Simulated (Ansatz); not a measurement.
Species: PH2, net charge -1, singlet state. Whether it binds its extra electron was not tested at this geometry. SMILES: [PH2-]
Geometry from a B3LYP-D3(BJ)/def2-TZVP (Ansatz, a first-principles code) optimisation:
```xyz
3

P      0.0006     0.0766     0.0893
H      1.0268    -0.5896    -0.6629
H     -1.0353    -0.5590    -0.6762
```
Charge -1, spin multiplicity 1.

Parts of the frozen-core correlation energy in 6-31G (Ansatz, hartree). Frozen orbitals: 5; correlated occupied orbitals by spin: 4 and 4; virtual: 8 and 8. No spin-orbit coupling. Non-relativistic.

```
term                            value
-------------------------  ----------
reference (HF)             -341.80854
MP2 opposite-spin            -0.05012
MP2 same-spin                -0.00724
CCSD correlation             -0.07443
(T)                          -0.00073
FCI minus CCSD(T)            -0.00026
T1 diagnostic                   0.006
largest doubles amplitude       0.068
```
